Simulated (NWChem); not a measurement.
System: C2H3F; SMILES C(=C)F

Input file for NWChem:

```
start job
memory heap 200 mb stack 900 mb global 1100 mb
geometry units angstroms noautosym nocenter noautoz
  C     -0.236674     1.168760     0.000000
  C      0.424893     0.019725     0.000000
  F     -0.184020    -1.161365     0.000000
  H     -1.328429     1.191023     0.000000
  H      0.316275     2.108353     0.000000
  H      1.515840    -0.075106     0.000000
end
basis spherical
  * library sto-3g
end
dft
  xc b3lyp
  iterations 150
end
property
  response 1 0.0773
end
task dft property
```

Parts of the log:

```
             Northwest Computational Chemistry Package (NWChem) 7.3.0
             --------------------------------------------------------

                             Geometry "geometry" -> ""
                             -------------------------

 Output coordinates in angstroms (scale by  1.889725989 to convert to a.u.)

  No.       Tag          Charge          X              Y              Z
 ---- ---------------- ---------- -------------- -------------- --------------
    1 C                    6.0000    -0.23667400     1.16876000     0.00000000
    2 C                    6.0000     0.42489300     0.01972500     0.00000000
    3 F                    9.0000    -0.18402000    -1.16136500     0.00000000
    4 H                    1.0000    -1.32842900     1.19102300     0.00000000
    5 H                    1.0000     0.31627500     2.10835300     0.00000000
    6 H                    1.0000     1.51584000    -0.07510600     0.00000000

 Effective nuclear repulsion energy (a.u.)      67.6384134860

                              NWChem Property Module
                              ----------------------

                                 NWChem DFT Module
                                 -----------------

 Summary of "ao basis" -> "ao basis" (spherical)
 ------------------------------------------------------------------------------
       Tag                 Description            Shells   Functions and Types
 ---------------- ------------------------------  ------  ---------------------
 C                           sto-3g                  3        5   2s1p
 F                           sto-3g                  3        5   2s1p
 H                           sto-3g                  1        1   1s

            General Information
            -------------------
          SCF calculation type: DFT
          Wavefunction type:  closed shell.
          No. of atoms     :     6
          No. of electrons :    24
           Alpha electrons :    12
            Beta electrons :    12
          Charge           :     0
          Spin multiplicity:     1
          Use of symmetry is: off; symmetry adaption is: off
          Maximum number of iterations: 150
          AO basis - number of functions:    18
                     number of shells:    12
          Convergence on energy requested:  1.00D-06
          Convergence on density requested:  1.00D-05
          Convergence on gradient requested:  5.00D-04

              XC Information
              --------------
                         B3LYP Method XC Potential
                     Hartree-Fock (Exact) Exchange  0.200
                        Slater Exchange Functional  0.800 local
                    Becke 1988 Exchange Functional  0.720 non-local
              Lee-Yang-Parr Correlation Functional  0.810
                  VWN I RPA Correlation Functional  0.190 local

             Grid Information
             ----------------
          Grid used for XC integration:  medium
          Radial quadrature: Mura-Knowles
          Angular quadrature: Lebedev.
          Tag              B.-S. Rad. Rad. Pts. Rad. Cut. Ang. Pts.
          ---              ---------- --------- --------- ---------
          C                   0.70       49           7.0       434
          F                   0.50       49           8.0       434
          H                   0.35       45           8.0       434
          Grid pruning is: on
          Number of quadrature shells:   282
          Spatial weights used:  Erf1

      Superposition of Atomic Density Guess
      -------------------------------------

 Sum of atomic energies:        -173.75767340

      Non-variational initial energy
      ------------------------------

 Total energy =    -174.232848
 1-e energy   =    -376.086560
 2-e energy   =     134.215298
 HOMO         =      -0.095377
 LUMO         =       0.286134

   convergence    iter        energy       DeltaE   RMS-Dens  Diis-err
 ---------------- ----- ----------------- --------- --------- ---------
 d= 0,ls=0.0,diis     1   -175.3327678060 -2.43D+02  7.14D-02  4.02D-01
 d= 0,ls=0.0,diis     2   -175.3044706197  2.83D-02  3.96D-02  6.79D-01
 d= 0,ls=0.0,diis     3   -175.4035095862 -9.90D-02  7.69D-03  3.50D-03
 d= 0,ls=0.0,diis     4   -175.4029241741  5.85D-04  4.60D-03  7.03D-03
 d= 0,ls=0.0,diis     5   -175.4041365025 -1.21D-03  8.67D-05  3.53D-06
 d= 0,ls=0.0,diis     6   -175.4041370218 -5.19D-07  2.36D-05  1.67D-07
 d= 0,ls=0.0,diis     7   -175.4041370536 -3.18D-08  3.20D-06  4.22D-09

         Total DFT energy =     -175.404137053647
      One electron energy =     -375.506728603305
           Coulomb energy =      154.939047333200
    Exchange-Corr. energy =      -22.474869269545
 Nuclear repulsion energy =       67.638413486004

 Numeric. integr. density =       24.000000167927

                       DFT Final Molecular Orbital Analysis
                       ------------------------------------

 Vector   10  Occ=2.000000D+00  E=-3.330628D-01
              MO Center=  1.9D-02, -5.6D-01, -1.2D-11, r^2= 1.1D+00
   Bfn.  Coefficient  Atom+Function         Bfn.  Coefficient  Atom+Function
  ----- ------------  ---------------      ----- ------------  ---------------
    15      0.712367  3 F  pz                10      0.524929  2 C  pz
     5      0.234741  1 C  pz

[...]

 DFT Linear Response polarizability / au
 Frequency  =       0.0773000 / au
 Wavelength =     589.4353558 / nm
              X              Y              Z
 -----------------------------------------------
 X      12.8838547     -2.5708484      0.0000000
 Y      -2.5708702     19.2416138      0.0000000
 Z      -0.0000000      0.0000000      2.7600598
 -----------------------------------------------
 Eigenvalues =      11.9743927     20.1510758      2.7600598
 Isotropic   =      11.6285094
 Anisotropic =      15.0699952
 -----------------------------------------------

 Magnetic Dipole Response Matrix (nonzero elements):

 Exiting AOResponse driver routine
```

Level: B3LYP/STO-3G. STO-3G and 3-21G are far too small for this property and stand as cheap habits. Structure relaxed at the PBE0/def2-SVP level. B3LYP is NWChem's, with the RPA form of VWN correlation.
